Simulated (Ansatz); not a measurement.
C3H5N, SMILES `CCC#N` from Hartree–Fock to CCSD(T)

| atom | x (Å) | y (Å) | z (Å) |
| --- | --- | --- | --- |
| C1 | -0.065 | -0.313 | -0.970 |
| C2 | 0.465 | 0.213 | 0.361 |
| C3 | -0.573 | 0.299 | 1.376 |
| N4 | -1.406 | 0.360 | 2.166 |
| H5 | -0.844 | 0.339 | -1.364 |
| H6 | 0.746 | -0.361 | -1.698 |
| H7 | -0.485 | -1.313 | -0.854 |
| H8 | 0.901 | 1.209 | 0.238 |
| H9 | 1.260 | -0.433 | 0.744 |

Charge 0, multiplicity 1. The structure was optimised at the PBE0-D4/def2-TZVP level. Frozen core, restricted reference, Ansatz 0.2.0. CBS rows extrapolate triple and quadruple zeta; past MP2 they add the triple-zeta difference.

```json
{"basis": "def2-SVP", "HF (Eh)": "-170.83242", "MP2 corr.": "-0.56457"}
{"basis": "def2-TZVPP", "HF (Eh)": "-171.02760", "MP2 corr.": "-0.68561"}
{"basis": "def2-QZVPP", "HF (Eh)": "-171.03502", "MP2 corr.": "-0.72957"}
```

(1) Estimate the CCSD correlation energy and the (T) correction in each basis where they were run (hartree).

Results:

(1) 
```
     basis  CCSD corr.       (T)
  def2-SVP    -0.59849  -0.02111
def2-TZVPP    -0.71071  -0.03207
 CBS(def2)    -0.78723     as TZ
```
